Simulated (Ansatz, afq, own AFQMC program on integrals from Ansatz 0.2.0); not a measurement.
**SiH₄O, singlet: AFQMC among the cluster methods**

```xyz
6

Si    0.0092   -0.0274    0.5598
O     0.0092    0.0940   -1.0836
H     1.2128   -0.7488    1.0576
H     0.0092    1.3625    1.0698
H    -1.1944   -0.7488    1.0576
H    -0.4306   -0.5944   -1.5830
```

Connectivity, by distances: SiH3–OH.

Basis 6-31G. Noble-gas cores (and the filled d shells of Ga–Kr and In–Xe) are frozen. Integrals, coupled cluster, full CI and functionals: Ansatz 0.2.0; the random walks run on the same integrals in our own AFQMC program. ph-AFQMC/CISD is guided by a CISD state made of CCSD amplitudes; releasing the constraint for a short imaginary time cuts its bias at the price of noise, slowly where states lie close. Free projection: walkers drawn from exp(T), propagated without any constraint. Its projection time is finite, and what remains of the start isn't in its error. Uncertainties: one standard error, sampling alone.

Determinant: RHF, the one that the program's search chose, which needn't be the lowest solution. The geometry is a point of a scan.

No full CI on the walks' own integrals is used here. The released AFQMC energy serves as the reference, which it does only where one determinant dominates, the energy is flat over the last release times and near the phaseless one (40 meV or 2 meV an electron, half that with transition metals). On small molecules, where full CI could be run and the noise was under 10 meV, such values lay within 10 meV of it in 19 cases of 20, a flattering rate, since the rule was set on those same cases; what remains of the bias isn't in the error bar.

Cautions: the released value is read at 2.40 1/Eh (meV from the phaseless value at times in 1/Eh: -9 ± 6 at 0.24, -1 ± 6 at 0.51, -5 ± 6 at 0.99, -2 ± 7 at 1.62, -13 ± 6 at 2.40).

* T1 diagnostic: 0.0107
* weight of the determinant in the CISD state: 0.916
* size of the correlated space: 14 electrons in 24 orbitals

Reference: AFQMC with the constraint released, correlation energy -5.522 ± 0.006 eV.

```tsv
level	E − E(reference) (kcal/mol)	share of correlation (%)
HF	127.34 ± 0.15	0.00
MP2	14.57 ± 0.15	88.56
CCSD	2.40 ± 0.15	98.11
CCSD(T)	0.76 ± 0.15	99.40
ph-AFQMC/HF	-1.84 ± 0.92	101.44
ph-AFQMC/CISD	0.30 ± 0.24	99.77
free AFQMC	0.20 ± 0.28	99.84
```

Free projections are given only where their last times agree within the noise and don't stop above the reference; a slow remainder of the start can still hide under it. Released energies are given only where the last usable release times agree within the noise; a slower fall can still hide under it.
